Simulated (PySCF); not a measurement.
## Basis-set dependence of excited states

Species: ethylene carbonate, C3H4O3.
SMILES: `O=C1OCCO1`

TDDFT with PBE0 (PySCF), vertical singlets, core orbitals frozen in the response, spherical d and f functions. Geometry: PBE0-D3(BJ)/def2-SVP, one conformer, isolated molecule.

Question: How do the low singlets change with the basis? Take 6-31G*, def2-SVP, def2-SVPD and def2-TZVP.

Answer: 

| basis | functions | diffuse | S1 (eV) | S2 (eV) | S3 (eV) | S4 (eV) | S5 (eV) | LUMO (eV) | α (au) |
| --- | --- | --- | --- | --- | --- | --- | --- | --- | --- |
| 6-31G* | 92 | no | 7.18 | 8.75 | 9.11 | 9.12 | 9.29 | 1.33 | 36.4 |
| def2-SVP | 104 | no | 7.16 | 8.72 | 8.79 | 8.81 | 9.10 | 1.14 | 36.2 |
| def2-SVPD | 161 | yes | 7.12 | 7.93 | 8.03 | 8.26 | 8.48 | 0.24 | 44.2 |
| def2-TZVP | 210 | no | 7.19 | 8.29 | 8.32 | 8.56 | 8.64 | 0.81 | 42.2 |

States are compared by their number. Against the only diffuse basis here (def2-SVPD, itself not a converged limit), sets without diffuse functions differ by up to 0.07 eV in S1 and 0.80 eV in S5. State by state, the largest deviation of a set without diffuse functions is S1 0.07, S2 0.83, S3 1.07, S4 0.86, S5 0.80 eV. The same number needn't mean the same state in each row. Against def2-SVPD the polarisability deviates by -18% in 6-31G*, -18% in def2-SVP, -5% in def2-TZVP.
